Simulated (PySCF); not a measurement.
# BN (boron nitride): UPBE/STO-3G

What is the energy change on altering one bond length of BN (boron nitride) at UPBE/STO-3G? Input form: a Python script.

The calculation is run with PySCF 2.14.0.

14 further runs of the same task are left out: 5 that didn't finish, 9 set aside as unsound or not needed.

**1. Starting point**

The species is BN (2 atoms), meant as a triplet with charge 0. As SMILES, `B#N`. The shape is that of a PBE0-D4/def2-TZVP optimisation.

Bond lengths: B1–N2 1.315 Å.

**2. The energy at UPBE/STO-3G**

The input, calc.py:

```python
from pyscf import gto, dft

mol = gto.Mole()
mol.atom = 'B -0.000000 -0.000000 -0.023520; N 0.000000 0.000000 1.291950'
mol.verbose = 3
mol.max_memory = 1860
mol.basis = 'sto-3g'
mol.spin = 2
mol.build()

myscf = dft.UKS(mol, xc='pbe')
myscf.grids.level = 5
myscf.conv_tol = 1e-10
myscf.kernel()
if not myscf.converged:
    myscf = myscf.newton().run(myscf.mo_coeff, myscf.mo_occ)

etot = myscf.e_tot
print('Final energy', etot)
```

Started as:

```console
$ OMP_NUM_THREADS=1 python calc.py
```

What it wrote:

```text
WARN: HOMO -0.147863088048583 >= LUMO -0.25257320595049

WARN: HOMO -0.073983812008955 >= LUMO -0.112284916290125

converged SCF energy = -78.2574664100449  <S^2> = 2.0022395  2S+1 = 3.0014926
Final energy -78.25746641004488
```

Run time: 1.4 s. Hardware: 1 thread of Arm Neoverse V2, shared host; peak memory 0.15 GiB.

**3. The distorted shape**

The input, input.xyz:

```xyz
2
BN
B      0.000000     0.000000    -0.286650
N      0.000000     0.000000     1.291950
```

The input, run.py:

```python
from pyscf import gto, dft

mol = gto.Mole()
mol.atom = 'input.xyz'
mol.spin = 2
mol.max_memory = 1860
mol.verbose = 3
mol.basis = 'sto-3g'
mol.build()

ks = dft.UKS(mol)
ks.xc = 'pbe'
ks.grids.level = 5
ks.conv_tol = 1e-10
ks.kernel()
if not ks.converged:
    ks = ks.newton().run(ks.mo_coeff, ks.mo_occ)

energy = ks.e_tot
print('Final energy', energy)
```

Started as:

```console
$ OMP_NUM_THREADS=1 python run.py
```

What it wrote:

```text
WARN: HOMO -0.144577835174572 >= LUMO -0.196118906372791

WARN: HOMO -0.0614363417474963 >= LUMO -0.0974687653647903

converged SCF energy = -78.2263682326187  <S^2> = 2.0022465  2S+1 = 3.0014973
Final energy -78.22636823261873
```

It took 1.6 s on 1 thread of Arm Neoverse V2, shared host; peak memory 0.15 GiB.

**4. Results**

Level: UPBE/STO-3G.

```
                                                         quantity         value
                                        first shape: total energy  -78.25747 Eh
                                       first shape: dipole moment        1.41 D
                  first shape: HOMO energy (highest over α and β)      -4.47 eV
                   first shape: LUMO energy (lowest over α and β)      -3.97 eV
                                                first shape: ⟨S²⟩         2.002
                                    distorted shape: total energy  -78.22637 Eh
                                   distorted shape: dipole moment        1.35 D
              distorted shape: HOMO energy (highest over α and β)      -2.99 eV
               distorted shape: LUMO energy (lowest over α and β)      -2.34 eV
                                            distorted shape: ⟨S²⟩         2.002
energy change with the B1–N2 bond stretched from 1.315 to 1.579 Å      0.846 eV
```

What this shows: With the B1–N2 bond stretched from 1.315 to 1.579 Å the energy rises by 0.85 eV (19.5 kcal/mol). The first shape isn't relaxed at this level, so the change isn't measured from a minimum. The minimal basis adds a large error of its own.
